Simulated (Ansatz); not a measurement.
**C2H5FN2O: small, medium and large basis sets**

One table from this session's results is given with a row withheld; the runs are named, their logs left out.

Program: Ansatz 0.2.0, Gaussian basis. Level of theory: one geometry, several basis sets. These are calculated values, not measurements.

Levels to be run: PBE0-D4/def2-SVP; ωB97M-V/def2-SVP; PBE0-D4/def2-QZVPP; ωB97M-V/def2-QZVPP; the functionals' def2-TZVPP values are taken from earlier runs.

## The geometry

An earlier PBE0-D4 in a triple-zeta def2 set relaxation fixed the geometry.

SMILES `C=NC(N)(O)F`, 11 atoms, charge 0, spin multiplicity 1.

Atoms are counted from 1 here; the program's logs count them from 0.

Bond lengths: C1–N2 1.258 Å, C1–H7 1.089 Å, C1–H8 1.092 Å, N2–C3 1.437 Å, C3–N4 1.429 Å, C3–O5 1.364 Å, C3–F6 1.391 Å, N4–H9 1.013 Å, N4–H10 1.012 Å, O5–H11 0.965 Å. Angles: N2–C1–H7 118.2°, N2–C1–H8 123.7°, H7–C1–H8 118.1°, C1–N2–C3 119.5°, N2–C3–N4 112.7°, N2–C3–O5 106.6°, N2–C3–F6 112.1°, N4–C3–O5 111.1°, N4–C3–F6 105.1°, O5–C3–F6 109.3°, C3–N4–H9 108.9°, C3–N4–H10 110.2°, H9–N4–H10 108.6°, C3–O5–H11 106.1°.

Set-up of the first run:

in.yaml

```yaml
crystal:
  periodic: [false, false, false]
  atoms:
    - {symbol: C, position_ang: [0.087511, -1.803330, -0.521993]}
    - {symbol: N, position_ang: [-0.583094, -0.832865, -0.084265]}
    - {symbol: C, position_ang: [-0.021019, 0.489141, -0.121736]}
    - {symbol: N, position_ang: [0.017346, 1.108230, 1.165798]}
    - {symbol: O, position_ang: [-0.782319, 1.212478, -0.991614]}
    - {symbol: F, position_ang: [1.298477, 0.483350, -0.560451]}
    - {symbol: H, position_ang: [-0.350980, -2.798723, -0.467716]}
    - {symbol: H, position_ang: [1.085707, -1.704342, -0.953809]}
    - {symbol: H, position_ang: [-0.859718, 0.932411, 1.640890]}
    - {symbol: H, position_ang: [0.769077, 0.716717, 1.719050]}
    - {symbol: H, position_ang: [-0.595588, 2.139933, -0.803456]}
basis:
  gaussian: {orbitals: def2-SVP}
hamiltonian: {xc: pbe0, dispersion: d4}
output: {orbitals: {seedname: orbitals}}
```

Steps of the session up to this table: PBE0-D4 in def2-SVP; ωB97M-V in def2-SVP; PBE0-D4 in def2-QZVPP; ωB97M-V in def2-QZVPP.

One of the session's tables, all rows but one given; the rest of the session is left out.

It belongs to the step «Density functionals: the series». 

| functional | basis | HOMO (eV) |
| --- | --- | --- |
| PBE0-D4 | def2-SVP | -7.77 |
| PBE0-D4 | def2-TZVPP | -7.97 |
| PBE0-D4 | def2-QZVPP | -8.02 |
| ωB97M-V | def2-SVP | ? |
| ωB97M-V | def2-TZVPP | -10.37 |
| ωB97M-V | def2-QZVPP | -10.42 |

**Question.** Estimate the row for ωB97M-V, def2-SVP.

As computed: HOMO (eV): -10.14. In the column «HOMO (eV)» it lies between ωB97M-V, def2-TZVPP (-10.37) and PBE0-D4, def2-QZVPP (-8.02).
